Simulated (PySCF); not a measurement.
The group X on vinyl-X is varied. Gas-phase values, no solvent. One relaxed conformer stands for each flexible species; it need not be the lowest. Strings in code marks are SMILES.

Quantity: vertical ionisation energy (energy after one electron is removed minus that of the parent at the parent's geometry), in eV.

Case: `C=CCl`. Geometry of `C=CCl` (neutral, multiplicity 1, Å):

```xyz
6

C     -0.7305     0.0208     0.1206
C      0.5484     0.0975    -0.1996
Cl     1.7776    -0.8961     0.5223
H     -1.4427     0.6711    -0.3698
H     -1.0988    -0.6743     0.8622
H      0.9459     0.7811    -0.9357
```

What vertical ionisation energy (energy after one electron is removed minus that of the parent at the parent's geometry) does B3LYP/6-31G* // B3LYP-D3(BJ)/def2-TZVP (PySCF) give?

9.85 eV.
